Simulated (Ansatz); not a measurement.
Ansatz (a first-principles code) input (CCSD(T)/aug-cc-pVDZ):

Ansatz 0.2 input:
```yaml
crystal:
  periodic: [false, false, false]
  atoms:
    - {symbol: C, position_ang: [-0.00121882, -0.00583875, 0.66227812]}
    - {symbol: C, position_ang: [0.00121882, 0.00583875, -0.66227812]}
    - {symbol: H, position_ang: [0.01665750, 0.91035156, 1.24013365]}
    - {symbol: H, position_ang: [-0.02119201, -0.93207417, 1.22382087]}
    - {symbol: H, position_ang: [0.02119201, 0.93207417, -1.22382087]}
    - {symbol: H, position_ang: [-0.01665750, -0.91035156, -1.24013365]}
basis:
  gaussian:
    orbitals: aug-cc-pVDZ
magnetization: {spin_polarized: false}
correlation: {method: ccsd_t, electrons: outside_noble_gas}
output: {forces: true}
```

End of the output:

```
cycle   5  -8.52864317 eV  change   -1.1e-4 eV  update   5.5e-4
cycle   6  -8.52864686 eV  change   -3.7e-6 eV  update   1.5e-4
cycle   7  -8.52866681 eV  change   -2.0e-5 eV  update   3.0e-5
cycle   8  -8.52867371 eV  change   -6.9e-6 eV  update   8.6e-6
perturbative correction -0.30028461 eV, -0.0110352558 hartree
the calculation of the forces begins
mean field evaluation 16: about -2123.6772 eV, gradient 7.6e-3 eV
Total energy: -2132.50615811 eV, -78.3681558461 hartree
Atom 0 at    -0.001219    -0.005839     0.662278 Å, force    -0.002528    -0.012110     1.373637 eV/Å
Atom 1 at     0.001219     0.005839    -0.662278 Å, force     0.002528     0.012110    -1.373637 eV/Å
Atom 2 at     0.016657     0.910352     1.240134 Å, force     0.008361     0.427752     0.261117 eV/Å
Atom 3 at    -0.021192    -0.932074     1.223821 Å, force    -0.009308    -0.432289     0.253503 eV/Å
Atom 4 at     0.021192     0.932074    -1.223821 Å, force     0.009308     0.432289    -0.253502 eV/Å
Atom 5 at    -0.016657    -0.910352    -1.240134 Å, force    -0.008361    -0.427752    -0.261117 eV/Å
Dipole moment:     0.000000     0.000000    -0.000000 e Å
```
